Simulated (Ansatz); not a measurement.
# BHF radical (SMILES [BH]F): one structure at several levels

One table from this session's results is given with a row withheld; the runs are named, their logs left out.

Method: single points in def2-TZVPP; program: Ansatz 0.2.0, Gaussian basis.

Cores are frozen in the correlated methods. Orbitals are unrestricted. B3LYP uses VWN-RPA correlation.

## The system as given

SMILES `[BH]F`, 3 atoms, charge 0, spin multiplicity 2.

Atoms are counted from 1 here; the program's logs count them from 0.

Bond lengths: B1–F2 1.274 Å, B1–H3 1.171 Å. Angles: F2–B1–H3 117.7°.

Geometry (Å):

```xyz
3
BFH
B    -0.3393    0.1667   -0.1784
F     0.5992    0.7836    0.4227
H    -0.2543   -0.9981   -0.2693
```

Set-up of the first run:

Contents of run/in.yaml:

```yaml
crystal:
  periodic: [false, false, false]
  atoms:
    - {symbol: B, position_ang: [-0.339300, 0.166700, -0.178400]}
    - {symbol: F, position_ang: [0.599200, 0.783600, 0.422700]}
    - {symbol: H, position_ang: [-0.254300, -0.998100, -0.269300]}
basis:
  gaussian: {orbitals: def2-TZVPP}
magnetization: {spin_polarized: true, initial_magnetization: 1}
correlation: {method: ccsd_t}
scf: {omitted_lower_state_checks: [cluster_reference]}
output: {forces: true}
```

The command line of these runs was not kept.

Among the steps run: CCSD(T)/def2-TZVPP; PBE0-D4/def2-TZVPP; wB97M-V/def2-TZVPP; r2SCAN-D4/def2-TZVPP; PBE-D4/def2-TZVPP; B3LYP-D4/def2-TZVPP; r2SCANh-D4/def2-TZVPP.

One table of the session follows, with a row left open; its other results are not shown here.

| method | RMS force component (eV/Å) | angle to CCSD(T) forces (°) | dipole (D) |
| --- | --- | --- | --- |
| CCSD(T) | 0.819 | reference | 0.52 |
| PBE0-D4 | 0.679 | 8.6 | 0.52 |
| wB97M-V | 0.711 | 2.3 | 0.52 |
| r2SCAN-D4 | 0.776 | 4.0 | 0.48 |
| PBE-D4 | 0.920 | 5.6 | 0.52 |
| B3LYP-D4 | 0.733 | 2.2 | 0.52 |
| r2SCANh-D4 | ? | ? | ? |

**Question.** Estimate the row for r2SCANh-D4.

**Answer.** RMS force component (eV/Å): 0.704; angle to CCSD(T) forces (°): 5.1; dipole (D): 0.49. In the column «RMS force component (eV/Å)» it lies between PBE0-D4 (0.679) and wB97M-V (0.711).
